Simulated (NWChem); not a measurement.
**C3H7F (2-fluoropropane) at PBE/def2-TZVP**

Aim: energy and forces of C3H7F (2-fluoropropane). 

Program for the calculation: NWChem 7.3.0.

3 further runs of the same task are left out: 3 set aside as unsound or not needed.

### 1 The system as given

C3H7F: 11 atoms, total charge 0, spin state singlet. SMILES: `CC(C)F`. The coordinates come from a PBE0-D4/def2-TZVP relaxation.

Bond lengths: C1–C2 1.508 Å, C2–C3 1.508 Å, C2–F4 1.396 Å, C1–H5 1.091 Å, C1–H6 1.092 Å, C1–H7 1.092 Å, C2–H8 1.096 Å, C3–H9 1.092 Å, C3–H10 1.091 Å, C3–H11 1.092 Å. Some angles: C1–C2–C3 113.9°, C1–C2–F4 108.3°, C3–C2–F4 108.3°, C1–C2–H8 110.1°, C3–C2–H8 110.1°, F4–C2–H8 105.9°, C2–C1–H5 110.6°, C2–C1–H6 110.3°, C2–C1–H7 110.4°, C2–C3–H9 110.4°.

### 2 Energy and forces at PBE/def2-TZVP

input.nw reads:

```
start input
memory stack 880 mb heap 220 mb global 1100 mb
charge 0

geometry noautosym nocenter noautoz
  C    -0.234500    1.045100   -0.703000
  C    -0.479600   -0.306600   -0.081300
  C     0.626400   -0.766200    0.834700
  F    -0.614100   -1.242400   -1.108400
  H    -1.041900    1.303400   -1.390000
  H    -0.180600    1.814100    0.071000
  H     0.707700    1.043900   -1.256000
  H    -1.436600   -0.307200    0.453700
  H     1.578500   -0.788700    0.299400
  H     0.417300   -1.766700    1.216600
  H     0.722800   -0.085600    1.683800
end

basis spherical bse
  * library def2-TZVP
end

dft
  xc xpbe96 cpbe96
  grid coarse
  convergence energy 1e-08
  maxiter 100
  mulliken
  print low
end

task dft gradient
```

Started as:

```sh
$ nwchem input.nw > input.out
```

Output:

```text
[...]
 d= 0,ls=0.0,diis     1   -218.1284218666 -3.51D+02  8.01D-03  9.09D-01     5.3
[...]
 d= 0,ls=0.0,diis    10   -218.2007698375 -5.02D-09  2.42D-07  3.17D-09    43.4
         Total DFT energy =     -218.200769837541
      One electron energy =     -561.480669377402
           Coulomb energy =      239.331943749267
    Exchange-Corr. energy =      -29.110653061830
 Nuclear repulsion energy =      133.058608852424
[...]
      Total Density - Mulliken Population Analysis
     ---------------------------------------------
    Atom       Charge   Shell Charges
 -----------   ------   -------------------------------------------------------
    1 C    6     6.33   0.85  1.12  0.52  0.66  0.08  1.36  1.26  0.44  0.01  0.03  0.00
    2 C    6     5.89   0.85  1.12  0.52  0.64  0.05  1.28  1.07  0.16  0.03  0.15  0.01
    3 C    6     6.33   0.85  1.12  0.52  0.66  0.08  1.36  1.26  0.44  0.01  0.03  0.00
    4 F    9     9.21   0.77  1.20  0.62  0.97  0.36  2.28  2.08  0.93  0.00  0.01  0.00
    5 H    1     0.87   0.28  0.47  0.11  0.02
    6 H    1     0.89   0.27  0.47  0.13  0.02
    7 H    1     0.89   0.28  0.47  0.12  0.02
    8 H    1     0.93   0.28  0.49  0.14  0.02
    9 H    1     0.89   0.28  0.47  0.12  0.02
   10 H    1     0.87   0.28  0.47  0.11  0.02
[...]
                         DFT ENERGY GRADIENTS
    atom               coordinates                        gradient
                 x          y          z           x          y          z
   1 C      -0.443141   1.974953  -1.328477    0.000226  -0.000927  -0.000064
   2 C      -0.906313  -0.579390  -0.153635   -0.001365  -0.005002  -0.005074
   3 C       1.183724  -1.447908   1.577354   -0.000283   0.000069  -0.000944
   4 F      -1.160481  -2.347796  -2.094572    0.001698   0.009606   0.010350
   5 H      -1.968906   2.463069  -2.626719    0.003453  -0.001384   0.003006
   6 H      -0.341285   3.428152   0.134171   -0.000255  -0.003683  -0.003089
   7 H       1.337359   1.972685  -2.373496   -0.004097  -0.000206   0.002433
   8 H      -2.714780  -0.580524   0.857369    0.004847  -0.000256  -0.003020
   9 H       2.982932  -1.490427   0.565784   -0.004258   0.000125   0.002156
  10 H       0.788583  -3.338579   2.299041    0.000735   0.004343  -0.001873
  11 H       1.365894  -0.161761   3.181921   -0.000700  -0.002686  -0.003881
[...]
```

Wall time 65 s (1 thread of Intel Xeon 6975P-C (Granite Rapids), shared host); peak memory 0.13 GiB.

### 3 Outcome

At PBE/def2-TZVP:

| quantity | value |
| --- | --- |
| total energy | -218.20077 Eh |
| largest force on an atom | 0.731 eV/Å |

What this shows: Mulliken charges run from -0.33 on C1 to +0.13 on H5. The largest force is 0.73 eV/Å: the shape isn't a stationary point for this species at this level.
